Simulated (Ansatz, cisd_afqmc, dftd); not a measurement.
Reaction: C2H5Cl (SMILES CCCl) → C2H4Cl (SMILES C[CH]Cl, doublet) + H (doublet) (the C-H bond breaks)
Each species at its own B3LYP-D3(BJ)/def2-TZVP minimum (Ansatz, an electronic-structure program).

Quantity: bond dissociation energy (electronic), in kcal/mol. Open shells are spin-unrestricted; no spin-orbit coupling. Cores are frozen in correlated methods. Rows without X2C or -DK are non-relativistic. The Monte Carlo rows (phaseless AFQMC, CISD trial, step 0.005/hartree) carry one-sigma bars that omit the constraint's bias. Outlying blocks are dropped, and bars are widened where a walk drifts. Over all cases where full CI ran beside it in this data, AFQMC minus full CI had a median of +0.1 mEh and passed +0.4 mEh in a tenth of the cases. CBS(X,Y): correlation extrapolated as X^-3, Hartree-Fock from the larger set. A bracket is a step between two methods taken in the basis named. Functionals run without relativity, which enters their misses. 'core' is core correlation in cc-pwCVTZ (1s frozen past Ne), 'X2C' scalar relativity in cc-pVTZ-DK, both at CCSD(T). For partners of very few electrons the exact lower level stands in for a higher one.

```
level                                                                                               program  bond dissociation energy (kcal/mol)
--------------------------------------------------------------------------------------  -------------------  -----------------------------------
PBE-D4/def2-TZVPD                                                                            Ansatz + dftd4                                 99.2
CAM-B3LYP-D4/def2-TZVPD                                                                      Ansatz + dftd4                                102.4
MP2/CBS(cc-pV(T+d)Z,cc-pV(Q+d)Z)                                                                     Ansatz                                105.7
CCSD/cc-pV(Q+d)Z                                                                                     Ansatz                                104.0
CCSDT(Q)/cc-pV(D+d)Z                                                                                 Ansatz                                    ?
CCSD(T)/CBS(cc-pV(T+d)Z,cc-pV(Q+d)Z) + [AFQMC/CISD - CCSD(T)]/cc-pV(D+d)Z + core + X2C  Ansatz + cisd_afqmc                          105.1 ± 0.4
CCSD(T)/CBS(cc-pV(T+d)Z,cc-pV(Q+d)Z) + [CCSDT(Q) - CCSD(T)]/cc-pV(D+d)Z + core + X2C                 Ansatz                                105.2
```

**Question.** Some entries are withheld; supply them.

**Answer.** 
- CCSDT(Q)/cc-pV(D+d)Z, bond dissociation energy (kcal/mol): 100.4
